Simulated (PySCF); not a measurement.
# Computed spin Hamiltonian

C₅H₇ (doublet state).
Structure used (GFN2-xTB), in Å, numbered top down from 1:
```xyz
12
C5H7 angstrom
C      2.2422   -0.0171    0.0311
C      1.0876    0.2123    0.5681
C     -0.2836   -0.1581    0.6372
C     -1.0753   -0.5389   -0.6132
C     -1.3466    0.7576    0.0719
H      2.4352   -0.8296   -0.6736
H      3.1122    0.5809    0.2638
H     -0.5475   -0.6828    1.5505
H     -0.5504   -0.5179   -1.5550
H     -1.7939   -1.3389   -0.5214
H     -2.2651    0.8695    0.6279
H     -1.0135    1.6625   -0.4132
```

The hyperfine couplings belong to this conformer and change with its torsions.

As a line formula: `C=[C]C1CC1` [radical].

Computed with UKS B3LYP, pcH-1 on C H, non-relativistic, mean-field spin-orbit, GIAO (PySCF 2.14.0). Geometry: GFN2-xTB, one conformer, isolated molecule. Couplings are sensitive to structure, and on GFN2-xTB geometries they can be far from those on DFT ones. No stability test was run, so a lower SCF solution isn't excluded.

```
g1, g2, g3                      : 2.00152, 2.00217, 2.00292
g_iso                           : 2.00220
Form of g                       : rhombic: the two nearest values differ by 46 % of g3 − g1
⟨S²⟩                            : 0.7587 (exact 0.7500)
HOMO–LUMO gap, α and β orbitals : 5.49, 5.52 eV
```

Isotropic coupling and dipolar principal values T1 to T3, in 10⁻⁴ cm⁻¹ (1 × 10⁻⁴ cm⁻¹ = 2.998 MHz):

```csv
atom,isotope,a_iso,T1,T2,T3,Mulliken spin population
C1,13C,-1.3,-5.5,0.5,5.0,-0.16
C2,13C,78.2,-26.3,-19.9,46.1,0.94
C3,13C,3.9,-1.9,-1.0,2.9,-0.07
C4,13C,17.4,-3.6,-3.6,7.2,0.11
C5,13C,7.7,-1.7,-1.6,3.2,0.03
H6,1H,57.0,-1.4,-0.7,2.1,0.09
H7,1H,37.5,-2.1,-1.6,3.7,0.04
H8,1H,2.8,-1.9,-1.2,3.1,0.00
H9,1H,-2.6,-2.0,-0.2,2.3,-0.01
H10,1H,3.4,-1.9,-0.4,2.3,0.01
H11,1H,0.8,-1.0,-0.6,1.6,0.00
H12,1H,-0.2,-1.6,-0.6,2.1,0.00
```

The largest Mulliken spin populations are on C2 (+0.94), C1 (-0.16), C4 (+0.11) and H6 (+0.09). No atom but C2 exceeds +0.15. The positive populations add up to 1.23 and the negative ones to -0.23, together 2S = 1.

Axes: g1 points within 14° of the C2–C3 bond and g2 points within 15° of the C1–H6 bond.

Under fast tumbling the dipolar parts average out, and these isotropic splittings remain: 1 × 1H (H6, I = 1/2, 2 lines) with 6.10 mT, 1 × 1H (H7, I = 1/2, 2 lines) with 4.01 mT, 1 × 1H (H8, I = 1/2, 2 lines) with 0.30 mT, 2 × 1H (H10/H11, I = 1/2, 3 lines) with 0.22 mT and 2 × 1H (H9/H12, I = 1/2, 3 lines) with 0.15 mT.

Nuclei that the bonding pattern makes equivalent are averaged, as if the motion that swaps them (rotation, inversion, ring flip) were fast. The 1H value of +6.2 MHz is a mean of couplings from 2.3 to 10.1 MHz in this one geometry, not an average over conformers. The 1H value of -4.2 MHz is a mean of couplings from -7.7 to -0.7 MHz in this one geometry, not an average over conformers.

The 13C coupling of C2 (234.3 MHz) shows only in satellite lines or after enrichment, since that isotope makes up about 1.07 % of natural carbon.
